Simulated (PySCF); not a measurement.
Functional benchmark on one molecule

Molecule: `C=C(F)F`, C2H2F2.

Atom-mapped SMILES (the numbers label the heavy atoms): `[CH2:1]=[C:2]([F:3])[F:4]`. Each H is labelled by its parent atom.

Geometry PBE0-D3(BJ)/def2-SVP throughout; GIAO in PySCF 2.14.0 with density-fitted response routines, gas phase, one conformer, non-relativistic; equivalent atoms averaged; basis pcSseg-2.

Reference values (CCSD(T)/13s9p4d3f; gas (isolated, no vibration); M. E. Harding, PhD thesis, Mainz 2008 (Harding, Lenhart, Auer, Gauss, JCP 2008, 128, 244111)): σ(F3/F4) = 287.6 ppm.

Problem. How do the functionals HF, LDA, PBE, BLYP, BP86, OPBE, KT2, KT3, B97-D, B3LYP, PBE0, mPW1PW91, WP04, B97-2, BHandHLYP, CAM-B3LYP, wB97X-D, LC-wPBE perform against the reference? Times are CPU seconds on 1 thread of an Arm Neoverse V1, shared host; the GGAs took longer than the global hybrids here, which isn't the general rule, and the cause wasn't traced.

Solution. 
```
functional                    kind  F3/F4  abs. error F  core-s
        HF            Hartree–Fock  303.1          15.5     3.3
       LDA                     LDA  232.5          55.1     8.9
       PBE                     GGA  234.6          53.0      10
      BLYP                     GGA  236.5          51.1      10
      BP86                     GGA  236.5          51.1      10
      OPBE                     GGA  239.4          48.2      10
       KT2                     GGA  240.0          47.6      10
       KT3                     GGA  242.9          44.7      11
     B97-D                     GGA  243.9          43.7      11
     B3LYP           global hybrid  252.5          35.1       7
      PBE0           global hybrid  254.4          33.2       7
  mPW1PW91           global hybrid  255.1          32.5       7
      WP04           global hybrid  258.5          29.1     6.6
     B97-2           global hybrid  256.3          31.3     6.5
 BHandHLYP           global hybrid  273.8          13.8       6
 CAM-B3LYP  range-separated hybrid  260.8          26.8     8.3
   wB97X-D  range-separated hybrid  259.9          27.7     8.1
   LC-wPBE  range-separated hybrid  265.1          22.5      12
```

For ¹⁹F the closest is BHandHLYP (13.8 ppm) and the furthest LDA (55.1 ppm). One molecule is a small sample, and the reference may use another geometry.
